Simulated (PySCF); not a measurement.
Bonds broken one at a time in the series Ga SH-H. Isolated molecules, 0 K electronic values unless said otherwise. One relaxed conformer stands for each flexible species; it need not be the lowest. Strings in code marks are SMILES.

The highest occupied spin orbital from two functionals at the same geometries (PBE0-D4/def2-TZVP), both in PySCF: PBE-D3(BJ)/def2-TZVP and B3LYP-D3(BJ)/def2-TZVP. B3LYP has the VWN-RPA correlation part, as in Gaussian. 

```
species                                                                          PBE-D3(BJ)/def2-TZVP (eV)  B3LYP-D3(BJ)/def2-TZVP (eV)
-------------------------------------------------------------------------------  -------------------------  ---------------------------
radical fragment (`[SH]`)                                                                            -6.12                        -7.17
radical fragment (`[SH][Ga][SH]` (H–S–Ga–S torsion -180°, S–Ga–S–H torsion 0°))                      -5.27                        -6.04
radical fragment (`[SH][GaH]` (H–S–Ga–H torsion 180°))                                               -4.93                        -5.72
radical fragment (`[GaH2]`)                                                                          -4.60                        -5.38
```

Over these rows, drawn at random from the members with no instability flagged (it was tested for open shells, ions and some series alone), PBE minus B3LYP-D3(BJ): mean +0.85 eV, from +0.77 eV to +1.05 eV.
